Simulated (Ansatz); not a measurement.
```yaml
crystal:
  periodic: [false, false, false]
  atoms:
    - {symbol: Al, position_ang: [-1.757282, -1.044567, -0.013850]}
    - {symbol: B, position_ang: [-1.128732, 0.871826, 0.010504]}
    - {symbol: Ga, position_ang: [0.817979, 0.269044, 0.003716]}
    - {symbol: H, position_ang: [2.564557, 0.000173, 0.001045]}
basis:
  gaussian: {orbitals: def2-TZVP}
magnetization: {spin_polarized: true, initial_magnetization: 2}
hamiltonian: {xc: pbe0}
relax: {f_tol: 0.004, max_steps: 80}
```

```sh
$ ansatz run in.yaml --threads 1 --pin off --events-out ev --progress --plain --max-ram 2176MiB
```

Steps of the relaxation (energy above the last step; positions in Å, forces in eV/Å):

```
4
step 1, 238.3 meV
Al   -1.757   -1.045   -0.014   -0.073   -0.374   -0.005
B    -1.129    0.872    0.011    0.661    0.337    0.005
Ga    0.818    0.269    0.004    1.155   -0.339   -0.004
H     2.565    0.000    0.001   -1.743    0.375    0.004
```

```
4
step 2, 22.7 meV
Al   -1.703   -1.039   -0.014   -0.029   -0.068   -0.001
B    -1.034    0.886    0.011    0.375   -0.030    0.000
Ga    0.860    0.201    0.003   -1.069    0.132    0.001
H     2.374    0.048    0.002    0.722   -0.033    0.000
```

```
4
step 3, 1.0 meV
Al   -1.712   -1.039   -0.014   -0.031   -0.020    0.000
B    -1.031    0.887    0.011    0.099   -0.011    0.000
Ga    0.840    0.194    0.003   -0.100    0.011    0.000
H     2.400    0.055    0.002    0.032    0.020    0.000
```

```
4
step 5, 0.0 meV
Al   -1.734   -1.036   -0.014    0.002    0.004    0.000
B    -1.020    0.879    0.011    0.000   -0.005    0.000
Ga    0.843    0.183    0.003    0.003   -0.001    0.000
H     2.408    0.071    0.002   -0.005    0.001    0.000
```

```
4
step 6, 0.0 meV
Al   -1.734   -1.036   -0.014    0.000    0.001    0.000
B    -1.019    0.878    0.011    0.000   -0.001    0.000
Ga    0.843    0.183    0.003    0.000    0.000    0.000
H     2.407    0.072    0.002    0.000    0.000    0.000
```

Close pairs at the end: Ga3–H4 1.569 Å, B2–Ga3 1.988 Å, Al1–B2 2.044 Å, Al1–Ga3 2.851 Å.

A stationary point of unrestricted PBE0 after 6 steps, with ⟨S²⟩ = 2.020 against 2.00 for a pure state; no frequencies were run, so it isn't proven a minimum. 55 s on 1 thread of Arm Neoverse V2, shared host.
